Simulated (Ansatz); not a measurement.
The first iterations of a band of C$_{3}$H$_{6}$FNO (12 atoms, charge 0, multiplicity 1).

These are results of Ansatz, RKS PBE/STO-3G, not measurements.

* movable images: 5
* climbing image: yes
* spring: 5.0 eV/Å²
* optimiser: quadratic models (default)
* start path: IDPP
* force threshold: 0.05 eV/Å
* iteration limit: 6
* end points: relaxed

First end point:

```xyz
12
Properties=species:S:1:pos:R:3
C -1.116 -0.254 -0.989
C -0.007 -0.344 0.117
O 0.739 -1.578 -0.125
F -0.614 -0.382 1.434
C 0.922 0.938 0.226
N 0.972 1.562 1.388
H -1.820 0.565 -0.754
H -0.644 -0.053 -1.969
H -1.671 -1.209 -1.046
H 1.565 -1.451 0.493
H 1.518 1.249 -0.658
H 0.233 0.902 1.919
```

Last end point:

```xyz
12
Properties=species:S:1:pos:R:3
C -1.042 -0.331 -1.045
C 0.105 -0.348 0.025
O 1.176 -1.187 -0.511
F -0.383 -0.904 1.273
C 0.603 1.088 0.483
N 0.527 1.382 1.767
H -0.713 0.243 -1.932
H -1.284 -1.365 -1.356
H -1.947 0.146 -0.624
H 1.958 -0.972 0.137
H 1.023 1.780 -0.276
H 0.056 0.414 2.093
```

| iteration | highest image above the first end (eV) | largest band force component (eV/Å) |
| --- | --- | --- |
| 1 | 0.106 | 0.844 |
| 2 | 0.077 | 0.372 |

Problem. Does the band converge within its limit, and where does its top end?

Solution. It converged. It ended after 6 iterations with the highest image 0.055 eV above the first end. Another band between the same ends (5 images) ends at a top of the same energy, where a vibrational analysis finds 1 clearly imaginary mode. Limits of this set-up: minimal basis.

Time of the run: 75 s on 1 thread of Arm Neoverse V2, on a shared host, peak memory 0.093 GiB.
